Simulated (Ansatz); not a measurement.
Input file:

```yaml
crystal:
  periodic: [false, false, false]
  atoms:
    - {symbol: P, position_ang: [-0.047112, -0.000552, -0.045963]}
    - {symbol: H, position_ang: [2.898632, 0.031105, 0.766887]}
    - {symbol: H, position_ang: [-0.737600, 1.166278, 0.321156]}
    - {symbol: H, position_ang: [-0.713276, -1.180424, 0.324401]}
basis:
  gaussian: {orbitals: cc-pVDZ}
total_charge: 1
magnetization: {spin_polarized: false, initial_magnetization: 1}
correlation: {method: ccsdtq, electrons: outside_noble_gas}
```

```sh
$ ansatz run in.yaml --threads 2 --pin off --events-out ev --progress --plain --max-ram 16896MiB --backend cuda --devices 0, --max-vram 18GiB
```

Log:

```
578 factors; integrals over basis functions are off by at most 1.7e-7 eV
mean field evaluation 1: about -9302.9181 eV, gradient 1.3e1 eV
mean field evaluation 2: about -9302.9396 eV, gradient 1.3e1 eV
mean field evaluation 4: about -9306.2327 eV, gradient 6.9e0 eV
mean field evaluation 8: about -9306.7713 eV, gradient 7.7e-1 eV
mean field evaluation 16: about -9306.7897 eV, gradient 4.7e-5 eV
mean field evaluation 32: about -9303.8530 eV, gradient 1.5e0 eV
mean field evaluation 64: about -9304.8460 eV, gradient 2.5e0 eV
mean field evaluation 96: about -9302.2277 eV, gradient 6.3e-1 eV
mean field evaluation 128: about -9298.6051 eV, gradient 3.9e0 eV
mean field evaluation 160: about -9306.7897 eV, gradient 2.2e-2 eV
mean field -9306.78972826 eV, -342.0182141448 hartree, gradient 1.7e-6 eV, S^2 0.750000; 3 other end points of the search recorded, 0 dependent functions left out
...
determinant -9306.78972826 eV, -342.0182141448 hartree, with singles and doubles -9310.22902874 eV, -342.1446061064 hartree
determinant -9303.89525175 eV, -341.9118440951 hartree, with singles and doubles -9308.63537410 eV, -342.0860403784 hartree
determinant -9306.39097587 eV, -342.0035602650 hartree, with singles and doubles -9310.23762080 eV, -342.1449218587 hartree
determinant -9306.39097587 eV, -342.0035602650 hartree, with singles and doubles -9310.25058905 eV, -342.1453984330 hartree
determinant -9306.78972826 eV, -342.0182141448 hartree, with singles and doubles -9310.25305300 eV, -342.1454889816 hartree
unrestricted determinant -9307.19252403 eV, -342.0330166163 hartree, S^2 1.3677
5 core orbitals not correlated: weight in the atoms' cores, before any rotation towards them, 1.000 or more for the frozen orbitals, at most 0.000 for the correlated occupied ones
reference -9306.78972826 eV, -342.0182141448 hartree; 4, 3 occupied and 24, 25 virtual orbitals, 578 factors
second order -2.62600696 eV of doubles, -0.00123943 eV of singles
...
cycle  32  -3.58492803 eV  change    4.3e-6 eV  update   3.6e-5
cycle  33  -3.58492495 eV  change    3.1e-6 eV  update   3.8e-5
cycle  34  -3.58492250 eV  change    2.4e-6 eV  update   1.8e-5
cycle  35  -3.58492119 eV  change    1.3e-6 eV  update   1.7e-5
cycle  36  -3.58492019 eV  change    1.0e-6 eV  update   6.3e-6
cycle  37  -3.58491992 eV  change    2.7e-7 eV  update   2.7e-6
cycle  38  -3.58491977 eV  change    1.4e-7 eV  update   1.2e-6
cycle  39  -3.58492003 eV  change   -2.5e-7 eV  update   3.8e-6
cycle  40  -3.58492001 eV  change    2.2e-8 eV  update   8.9e-7
cycle  41  -3.58492009 eV  change   -8.5e-8 eV  update   5.8e-8
Total energy: -9310.37464835 eV, -342.1499575283 hartree
```

The T1 diagnostic is 0.084.

For the same geometry and basis full CI lies 0.2 meV lower.

Ran on 2 threads of AMD EPYC 7R13 with a shared H100 80 GB, shared host: 21 s wall, 0.87 GiB peak host memory.
